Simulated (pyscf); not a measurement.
## Four-centre exchange: H₂C=CH–C≡N + H₂ → H₂C=CH₂ + HC≡N

Gas phase, singlet surface, charge 0. Bonds broken: C2–C3, H8–H9. Bonds formed: C2–H8, C3–H9. Structures and frequencies: ωB97X-D3(BJ)/def2-SVP in PySCF.

Transition state (Å):

```xyz
9

C     -0.0426     0.5540     0.7389
C     -0.4245    -0.2514    -0.3235
C     -1.8550    -0.1193    -0.8401
N     -3.0187    -0.1009    -0.6690
H      1.0078     0.8264     0.8704
H     -0.7950     1.0813     1.3293
H     -0.1440    -1.2990    -0.5059
H      0.0644     0.1445    -1.4066
H     -1.0997     0.1789    -1.9869
```

One imaginary mode, 1845i cm⁻¹; descent along it reached the two sides named.

```json
[
 {"bond": "C2–C3", "change": "breaks", "reactant side (Å)": "1.443", "saddle": "1.527", "product side": "3.7"},
 {"bond": "H8–H9", "change": "breaks", "reactant side (Å)": "0.760", "saddle": "1.301", "product side": "3.0"},
 {"bond": "C2–H8", "change": "forms", "reactant side (Å)": "4.0", "saddle": "1.253", "product side": "1.096"},
 {"bond": "C3–H9", "change": "forms", "reactant side (Å)": "3.0", "saddle": "1.405", "product side": "1.085"}
]
```

Electronic energies relative to the separated reactants (kJ/mol):

```
level                   barrier  reaction energy  reverse barrier
----------------------  -------  ---------------  ---------------
ωB97X-D3(BJ)/def2-TZVP    428.0            -16.2            444.2
PBE/def2-TZVP             327.1             -7.6            334.7
r²SCAN/def2-TZVP          352.7             -7.8            360.5
B3LYP-D3(BJ)/def2-TZVP    384.8            -12.1            396.9
PBE0-D3(BJ)/def2-TZVP     368.0            -10.4            378.3
M06-2X/def2-TZVP          420.0            -14.8            434.8
ωB97M-D3(BJ)/def2-TZVP    419.2            -20.9            440.1
HF/def2-TZVP              557.6            -34.5            592.0
```

With ωB97M-D3(BJ)/def2-TZVP energies and thermal terms (ideal gas, 1 atm, RRHO with modes under 100 cm⁻¹ raised to 100, one conformer, R ln 2 for chiral ones without a mode under 150 cm⁻¹), in kJ/mol:

| T (K) | ΔH‡ | ΔG‡ | ΔH | ΔG |
|---|---|---|---|---|
| 298 | 414.7 | 449.5 | -6.0 | -10.9 |
| 600 | 412.0 | 486.1 | -10.1 | -14.2 |
| 900 | 412.3 | 523.2 | -13.1 | -15.6 |
| 1200 | 413.9 | 560.0 | -15.1 | -16.1 |

The same reactants have a lower exit, to H₃C–CH=C=NH (barrier +233.8 kJ/mol at ωB97M-D3(BJ)/def2-TZVP, against +419.2 kJ/mol here). This is the saddle that the search found; another between the same sides may lie lower. One closed-shell reference is unstable to symmetry breaking; treat the single-reference values with care.
